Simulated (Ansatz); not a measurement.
**B2HF (triplet): from Hartree-Fock to the top rungs at a displaced geometry (v2), cc-pVDZ**

An exercise on one series of results from a longer session: the logs are not shown, and one member is left open.

Program: Ansatz 0.2.0, Gaussian basis. Level of theory: cc-pVDZ, core rule «outside noble gas», up to 3 orbitals frozen. These are calculated values, not measurements.

To be run: UHF; CCSD(T) on ROHF; CCSD(T) on UHF; BCCD(T) on ROHF; CISD; CCSDT(Q) on ROHF; CCSDT(Q) on UHF.

28 further runs of the same task are left out: 12 that didn't finish, 16 set aside as unsound or not needed.

## The system

The geometry is a PBE0/def2-TZVP stationary point (not a proven minimum) with its atoms shifted at random (size 0.100 Å).

4 atoms, charge 0, spin multiplicity 3.

Atoms are counted from 1 here; the program's logs count them from 0.

Bond lengths: B1–B2 1.635 Å, B2–F3 1.353 Å, B2–H4 1.129 Å. Angles: B1–B2–F3 123.3°, B1–B2–H4 112.8°, F3–B2–H4 121.0°.

Set-up of the first run:

in.yaml

```yaml
crystal:
  periodic: [false, false, false]
  atoms:
    - {symbol: B, position_ang: [0.083220, -0.275274, 1.610402]}
    - {symbol: B, position_ang: [-0.081654, 0.463634, 0.161285]}
    - {symbol: F, position_ang: [-0.005034, -0.191023, -1.019776]}
    - {symbol: H, position_ang: [0.078075, 1.580230, 0.218668]}
basis:
  gaussian: {orbitals: cc-pVDZ}
magnetization: {spin_polarized: true, initial_magnetization: 2}
hamiltonian: {xc: hf}
output: {orbitals: {seedname: orbitals}}
```

Launch:

```
$ ansatz run in.yaml --threads 1 --pin off --events-out ev --progress --plain --max-ram 2393MiB
```

Steps of the session up to this table: UHF; CCSD(T) on ROHF; CCSD(T) on UHF; BCCD(T) on ROHF; CISD; CCSDT(Q) on ROHF; CCSDT(Q) on UHF.

One of the session's tables, all rows but one given; the rest of the session is left out.

It belongs to the step «Misses and costs». 

```
   method  from UCCSDT(Q) (meV)
     ROHF               +9164.0
      UHF               +9118.7
     RMP2                +986.2
     UMP2                +976.7
     CISD                +978.1
    RCCSD                +261.4
    UCCSD                +259.7
 RCCSD(T)                 +51.6
 UCCSD(T)                 +51.0
  BCCD(T)                 +45.3
   RCCSDT                 +18.0
   UCCSDT                 +17.6
RCCSDT(Q)                     ?
UCCSDT(Q)                     0
```

**Question.** Estimate the row for RCCSDT(Q).

As computed: from UCCSDT(Q) (meV): +3.1. In the column «from UCCSDT(Q) (meV)» it lies between UCCSDT(Q) (0) and UCCSDT (+17.6).

To keep in mind: Restricted and unrestricted rows rest on different reference determinants; where their highest levels disagree by more than a few hundredths of an eV, they describe different states and don't form one ladder.
